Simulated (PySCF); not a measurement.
Compound: (E)-2-butenenitrile, C4H5N.
SMILES with atom numbers: `[CH3:1]/[CH:2]=[CH:3]/[C:4]#[N:5]` (hydrogens: H6, H7, H8 on C1; H9 on C2; H10 on C3)

Jobs on this species (10 atoms, 36 electrons) with PySCF (density fitting). Hardware of each: one thread of an Intel Xeon Platinum 8375C at 2.90 GHz, on a shared host. Other jobs ran on the host; a repeat could differ by tens of per cent or more. Peak memory is the resident size of the whole Python process, interpreter and libraries included.

| level and settings | work | basis functions | SCF cycles | wall time | peak memory |
| --- | --- | --- | --- | --- | --- |
| B3LYP/def2-SVPD | 10 singlets by full TDDFT, 4 Tamm–Dancoff triplets, polarisability, ΔSCF ions | 140 | ? | ? | ? |
| mPW1PW91/pcSseg-2 | shieldings | 250 | ? | ? | ? |
| B3LYP/pcJ-1 | spin–spin couplings from 10 perturbed nuclei, spin–dipole term for 1 of them | 185 | 14 | 13 s | 0.74 GiB |
| PBE0-D3(BJ)/def2-SVP, grid level 1 | geometry optimisation from an MMFF94s start shaken at random | 95 | 61 | 21 s | 0.38 GiB |
| delta-SCF UKS SCAN, pcX-2 on the ionised atom, pcseg-1 elsewhere, spin-free X2C | ΔSCF core ionisation, 5 holes | 126 | 96 | 27 s | 0.41 GiB |
| PBE0/pcSseg-1 | shieldings, charges and field gradients | 110 | 14 | 6.8 s | 0.51 GiB |

Question: Fill in the missing figures.

Answer: 
- B3LYP/def2-SVPD; 10 singlets by full TDDFT, 4 Tamm–Dancoff triplets, polarisability, ΔSCF ions: 29 s, 0.57 GiB, 13 SCF cycles
- mPW1PW91/pcSseg-2; shieldings: 22 s, 0.84 GiB, 14 SCF cycles

Question: What do all jobs in the table cost together?

Answer: About 2.0 min; the longest takes about 24 % of that, and about 4.3 times as long as the shortest.
